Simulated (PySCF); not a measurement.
Species: lithium hydride, LiH.
SMILES: `[LiH]`

Linear response at PBE0/def2-SVPD (PySCF, frozen core in the response, non-relativistic). Geometry: PBE0-D3(BJ)/def2-SVP; no solvent, vibrations or thermal averaging.

Static isotropic polarisability: 28.47 au (4.22 Å³), principal values 23.9, 30.7, 30.7 au.

Task: What is the polarisability at 1064 nm and at the sodium D line?

Result: 30.38 au at 1064 nm (+6.7 %), 36.40 au at 589.3 nm (+27.9 %). The rise at 589.3 nm is 4.14 times that at 1064 nm; a pure ω² law gives 3.26. The lowest singlet lies at 369 nm, shorter than both wavelengths.

Task: What is the isotropic C6 coefficient between two such molecules, C6 = (3/π)∫α(iω)² dω?

Result: 122.6 au (Eh·bohr⁶) by a ten-point quadrature over imaginary frequencies, which is 73.2 eV·Å⁶ or 7.07 J·nm⁶/mol.

Task: Which effective excitation energy ω̄ makes London's formula C6 = (3/4)α²ω̄ exact here?

Result: ω̄ = 4·C6/(3α²) = 0.202 Eh = 5.5 eV. A one-pole form α(ω) = α/(1 − ω²/ω̄²) fitted to the 1064 nm value gives 4.6 eV. London's choice of the ionisation energy (7.95 eV, ΔSCF at the same level) gives C6 = 177 au, 45 % too high.

Task: The lowest 6 singlets have (eV, f): 3.36, 0.058; 4.29, 0.196; 4.29, 0.196; 5.76, 0.033; 6.51, 0.002; 7.05, 0.007. What share of the static polarisability do they carry in the sum over states α = Σ f/ω²?

Result: 20.49 au, 72.0 % of α; the largest term, 7.90 au, is that of the state at 4.29 eV. Their oscillator strengths add up to 0.49. Higher states carry the rest.

Task: What molar refraction at the D line follows from R = (4π/3)·N_A·α′, with α′ the polarisability volume?

Result: α′ = 5.39 Å³ gives R = 13.61 cm³/mol, for isolated, non-vibrating species.

Task: What three-body coefficient follows from the one-pole estimate C9 = (3/4)·α·C6?

Result: 2620 au. This is an estimate from the two numbers above, not a computed integral.

Task: How many electrons N does the Slater–Kirkwood formula C6 = (3/4)·√N·α^(3/2) need to give this C6?

Result: N = (4·C6/3)²/α³ = 1.2; the species has 4 electrons in all.

Task: How anisotropic is the static polarisability, by Δα² = ½[(α1 − α2)² + (α2 − α3)² + (α3 − α1)²]?

Result: Δα = 6.8 au, or 0.24 of the isotropic value.
